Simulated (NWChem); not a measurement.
System: NO cation

```xyz
2

N      0.0000     0.0000    -0.5714
O      0.0000     0.0000     0.5013
```
Atoms are numbered in this order, from 1.

Structure relaxed at the B3LYP/6-31G* (spherical d) level.

**Question.** List the 4 lowest vertical singlet excitations from PBE/def2-SVP, TDA (NWChem).

**Answer.** 
```
state  energy (eV)  oscillator strength  leading excitation (squared amplitude)
-----  -----------  -------------------  --------------------------------------
S1            9.76                0.020                      HOMO → LUMO (0.97)
S2            9.76                0.020                    HOMO → LUMO+1 (0.97)
S3           10.63                0.000                  HOMO−2 → LUMO+1 (0.50)
S4           11.19                0.000                  HOMO−2 → LUMO+1 (0.50)
```
